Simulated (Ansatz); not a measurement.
Born–Oppenheimer molecular dynamics of CH₆NSi (9 atoms, charge 0, multiplicity 2). It starts from a relaxed structure.

The calculation used UKS B3LYP/STO-3G in Ansatz 0.2.0.

```json
{
  "ensemble": "NVT, Langevin thermostat",
  "time step": "1 fs",
  "steps asked": "400",
  "set temperature": "200 K",
  "friction": "0.5 /fs",
  "seed": "50855"
}
```

First frame:

```xyz
9
Properties=species:S:1:pos:R:3
C -1.119 0.596 -0.186
Si 0.380 -0.520 -0.062
N 1.745 0.391 0.778
H -1.957 0.081 -0.675
H -0.895 1.498 -0.769
H -1.457 0.918 0.807
H 0.811 -0.927 -1.386
H 0.053 -1.714 0.694
H 2.526 -0.370 0.781
```

What does the run give?

All steps were run.

```yaml
steps_done: 400
time_covered: 400 fs
mean_temperature_over_the_second_half: 194 K
spread_of_the_potential_energy_over_the_second_half: 6.9 meV per atom
mean_potential_energy_of_the_second_half_above_the_start: 20.3 meV per atom
```

A run of 0.4 ps of so small a system gives no equilibrium averages. The friction is so strong that the motion is overdamped, so the time scale means little. Limits of this set-up: minimal basis.

What happens to the structure?

The same pairs are bonded in the first frame and the last. Pairs count as bonded within 1.25 times the sum of covalent radii (0.12 Å more for H–H). The details hang on the random start.

How do temperature and energy run in time?


| time (fs) | T (K) | potential energy less start (eV) |
| --- | --- | --- |
| 0.0 | 178 | 0.000 |
| 13.0 | 166 | 0.123 |
| 26.0 | 250 | 0.154 |
| 39.0 | 219 | 0.145 |
| 52.0 | 250 | 0.185 |
| 65.0 | 183 | 0.190 |
| 78.0 | 147 | 0.149 |
| 91.0 | 251 | 0.177 |
| 104.0 | 356 | 0.183 |
| 117.0 | 194 | 0.242 |
| 130.0 | 119 | 0.253 |
| 143.0 | 159 | 0.251 |
| 156.0 | 185 | 0.144 |
| 169.0 | 336 | 0.185 |
| 182.0 | 163 | 0.286 |
| 195.0 | 149 | 0.125 |
| 208.0 | 135 | 0.168 |
| 221.0 | 156 | 0.120 |
| 234.0 | 173 | 0.129 |
| 247.0 | 204 | 0.124 |
| 260.0 | 174 | 0.108 |
| 273.0 | 160 | 0.175 |
| 286.0 | 217 | 0.168 |
| 299.0 | 170 | 0.328 |
| 312.0 | 111 | 0.194 |
| 325.0 | 147 | 0.233 |
| 338.0 | 139 | 0.237 |
| 351.0 | 225 | 0.172 |
| 364.0 | 112 | 0.146 |
| 377.0 | 141 | 0.207 |
| 390.0 | 148 | 0.212 |

Time of the run: 8.2 min on 1 thread of Intel(R) Xeon(R) Platinum 8488C (Sapphire Rapids), on a shared host, peak memory 0.12 GiB.
